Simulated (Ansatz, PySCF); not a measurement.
System: C$_{4}$H$_{4}$S, charge 0, singlet. C4H4S (thiophene, SMILES c1cscc1).
B3LYP-D3(BJ)/def2-TZVP minimum from Ansatz (a first-principles code):
```
C
C 1 1.3651
H 2 1.0774 1 128.21
H 1 1.0803 2 123.42 3 0.00
C 1 1.4223 4 124.03 2 180.00
C 5 1.3651 1 112.56 4 -180.00
H 6 1.0774 5 128.21 1 -180.00
H 5 1.0803 6 123.42 7 0.00
S 6 1.7182 7 120.29 5 -180.00
```

Wanted: enthalpy of formation at 298 K (by atomisation, with rigid-rotor harmonic-oscillator terms from PySCF's Hessian at B3LYP-D3(BJ)/def2-TZVP and the atoms' measured values of the G2/97 table; no spin-orbit terms), in kcal/mol. Open shells are spin-unrestricted; no spin-orbit coupling. CBS(X,Y): correlation extrapolated as X^-3, Hartree-Fock from the larger set. A bracket is a step between two methods taken in the basis named. The functionals are non-relativistic, so their misses hold any scalar relativity. Double hybrids freeze cores in their MP2 part. '+ core + X2C': CCSD(T) terms for core correlation (cc-pwCVTZ, 1s frozen past Ne) and scalar relativity (cc-pVTZ-DK). Where a partner has so few electrons that a lower coupled-cluster level is exact, that level stands in. The restricted determinant of C4H4S (c1ccsc1, singlet) is unstable towards broken spin symmetry in at least one set run.

Measured: 27.5 kcal/mol, 115.1 kJ/mol (G2/97 table in ASE (Curtiss et al.)); atomic spin-orbit terms, which the calculations lack, would raise the computed values.

Question: What does PBE/def2-TZVPD (Ansatz) give here, and how do the other levels compare?

Answer: PBE gives -5.6 kcal/mol, 33.1 kcal/mol below it. Errors of the others: B3LYP/def2-TZVPD (Ansatz) 9.9; PBE0/def2-TZVPD (Ansatz) -12.3; wB97M-V/def2-TZVPD (Ansatz) -2.7; B2PLYP/def2-TZVPD (Ansatz) 10.2; CCSD(T)/CBS(cc-pV(T+d)Z,cc-pV(Q+d)Z) + core + X2C (Ansatz) -1.6; CCSD(T)/CBS(cc-pV(T+d)Z,cc-pV(Q+d)Z) + [CCSDT(Q) - CCSD(T)]/cc-pV(D+d)Z + core + X2C (Ansatz) -2.4 kcal/mol.
